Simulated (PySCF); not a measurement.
CHF₃, SMILES FC(F)F. Atoms are numbered in the order given.

```xyz
5

F      1.0877     0.6280    -0.1284
C      0.0000     0.0000     0.3394
F      0.0000    -1.2559    -0.1284
F     -1.0877     0.6280    -0.1284
H      0.0000     0.0000     1.4297
```
Charge 0, spin multiplicity 1.

Geometry optimised at B3LYP-D3(BJ)/def2-TZVP.

The numbers are results of PySCF 2.14.0 with B3LYP-D3(BJ)/def2-TZVP, not measurements.

Frequencies are harmonic and unscaled.

Modes within 1.5 cm⁻¹ of each other (mostly degenerate sets) share a row, with their intensities summed.

Computed vibrational spectrum:
| mode | ν (cm⁻¹) | IR (km/mol) | moving atoms (share of kinetic energy) |
|---|---|---|---|
| 1–2 | 501 | 3.9 | F 93 % |
| 3 | 693 | 12.8 | F 81 %, C 17 % |
| 4 | 1133 | 100.2 | C 57 %, F 38 % |
| 5–6 | 1138 | 604.0 | C 58 %, F 32 %, H 10 % |
| 7–8 | 1389 | 87.4 | H 82 %, C 16 % |
| 9 | 3122 | 33.3 | H 92 %, C 8 % |
